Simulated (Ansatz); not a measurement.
`C=C(N)C#N`, relaxed with RKS PBE0-D4/def2-TZVP in the Gaussian-basis code of Ansatz from a PBE-D4/def2-SVP geometry. The force threshold is 0.005 eV/Å; the program also tests the step.

Total charge 0; spin multiplicity 1.

Start:

```xyz
9

C    -0.499    1.223   -0.198
C    -0.026   -0.048   -0.071
N     1.221   -0.415    0.424
C    -0.838   -1.150   -0.533
N    -1.491   -2.058   -0.888
H    -1.467    1.410   -0.677
H     0.090    2.083    0.155
H     1.293   -1.348    0.833
H     1.716    0.302    0.955
```

**Question.** By how much does the energy fall, and how many steps does the optimiser take? (Best estimate.)

**Answer.** Ansatz gave: 6.90 kJ/mol, in 6 steps.

**Question.** Which bonds change most? (An estimate is asked.)

**Answer.** Computed: C1–C2 from 1.363 to 1.338 Å; C4–N5 from 1.173 to 1.151 Å; C1–H7 from 1.100 to 1.083 Å; C1–H6 from 1.096 to 1.079 Å.

**Question.** Give the relaxed structure. (Best estimate.)

**Answer.** Ansatz gave: 
```xyz
9

C    -0.491    1.208   -0.195
C    -0.026   -0.040   -0.072
N     1.215   -0.413    0.413
C    -0.831   -1.136   -0.531
N    -1.467   -2.031   -0.876
H    -1.449    1.389   -0.659
H     0.086    2.057    0.147
H     1.267   -1.328    0.829
H     1.696    0.294    0.945
```
